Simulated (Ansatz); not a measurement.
`[N]=N` radical, relaxed with UKS PBE0-D4/def2-TZVP in Ansatz from a PBE-D4/def2-SVP geometry. The force threshold is 0.005 eV/Å; the program also tests the step.

Charge 0, multiplicity 2.

Start:

```xyz
3

N    -0.913    0.269    0.338
N    -0.040   -0.072   -0.379
H     0.952   -0.197    0.041
```

```csv
step,energy (eV),largest force (eV/Å),largest move (Å)
1,-2991.9083,1.409,0.000
2,-2991.9331,0.292,0.017
3,-2991.9347,0.079,0.006
4,-2991.9348,0.004,0.001
```

End:

```xyz
3

N    -0.893    0.264    0.335
N    -0.035   -0.072   -0.377
H     0.928   -0.192    0.042
```

It took 3.5 s on 2 threads of an AMD EPYC 7R13 on a shared host, with 0.14 GiB of host memory at the peak.
